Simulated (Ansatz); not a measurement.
# Al₂HO (sextet): wave-function methods side by side, cc-pVDZ

Aim: climb from Hartree-Fock through coupled cluster and multireference methods for Al₂HO (sextet) at one geometry and basis, and see what each rung misses.

Method: cc-pVDZ, core rule «outside noble gas», up to 11 orbitals frozen; program: Ansatz 0.2.0, Gaussian basis.

The runs, in order: UHF; CCSD(T) on ROHF; CCSD(T) on UHF; BCCD(T) on ROHF; CISD; CCSDT(Q) on ROHF; CCSDT(Q) on UHF; CASSCF and MRCISD+Q, 13 electrons in 11 orbitals; CASSCF and NEVPT2, 13 electrons in 11 orbitals.

17 further runs of the same task are left out: 5 that didn't finish, 12 set aside as unsound or not needed.

## Step 1: The geometry

The geometry is a PBE0/def2-TZVP stationary point (not a proven minimum) of the parent state, kept for this charge and spin.

4 atoms, charge 0, spin multiplicity 6.

Atoms are counted from 1 here; the program's logs count them from 0.

Bond lengths: Al1–O2 1.691 Å, Al1–H4 1.610 Å, O2–Al3 1.688 Å. Angles: O2–Al1–H4 116.0°, Al1–O2–Al3 173.6°.

## Step 2: UHF

The input, in.yaml:

```yaml
crystal:
  periodic: [false, false, false]
  atoms:
    - {symbol: Al, position_ang: [0.000000, -0.111408, 1.648884]}
    - {symbol: O, position_ang: [0.000000, 0.054822, -0.034166]}
    - {symbol: Al, position_ang: [0.000000, 0.031868, -1.721810]}
    - {symbol: H, position_ang: [0.000000, 1.258991, 2.494483]}
basis:
  gaussian: {orbitals: cc-pVDZ}
magnetization: {spin_polarized: true, initial_magnetization: 5}
hamiltonian: {xc: hf}
output: {orbitals: {seedname: orbitals}}
```

Started as:

```sh
> ansatz run in.yaml --threads 1 --pin off --events-out ev --progress --plain --max-ram 2393MiB
```

Further steps of the session: CCSD(T) on ROHF; CCSD(T) on UHF; BCCD(T) on ROHF; CISD; CCSDT(Q) on ROHF; CCSDT(Q) on UHF; CASSCF and MRCISD+Q, 13 electrons in 11 orbitals; CASSCF and NEVPT2, 13 electrons in 11 orbitals.

Before running them: what should the planned runs give, taken together? Wanted: UCCSDT(Q) below the RHF energy; RMP2 from UCCSDT(Q); UMP2 from UCCSDT(Q); RCCSD from UCCSDT(Q); RCCSD(T) from UCCSDT(Q); UCCSD(T) from UCCSDT(Q); RCCSDT(Q) from UCCSDT(Q); NEVPT2 frontier from UCCSDT(Q); MRCISD+Q frontier from UCCSDT(Q).

The runs gave:

| quantity | value |
| --- | --- |
| UCCSDT(Q) below the RHF energy | -6.6074 eV |
| RMP2 from UCCSDT(Q) | +55.3 kJ/mol |
| UMP2 from UCCSDT(Q) | +54.0 kJ/mol |
| RCCSD from UCCSDT(Q) | +28.7 kJ/mol |
| RCCSD(T) from UCCSDT(Q) | +8.3 kJ/mol |
| UCCSD(T) from UCCSDT(Q) | +8.1 kJ/mol |
| RCCSDT(Q) from UCCSDT(Q) | +1.6 kJ/mol |
| NEVPT2 frontier from UCCSDT(Q) | +112.7 kJ/mol |
| MRCISD+Q frontier from UCCSDT(Q) | +16.2 kJ/mol |
| levels within 1 kcal/mol (43 meV) | RCCSDT, UCCSDT, RCCSDT(Q) |
| T1 diagnostic | 0.041 |

RCCSD(T) misses by +8.3 kJ/mol, 1.3 % of the correlation energy. Of the multireference levels listed MRCISD+Q frontier comes nearest in total energy (+16.2 kJ/mol), which doesn't show that its space is the better one. Coupled cluster took another determinant than the lowest Hartree-Fock one. These misses are within one basis, not against nature; the frozen cores of restricted and unrestricted runs differ, which can shift their rows.
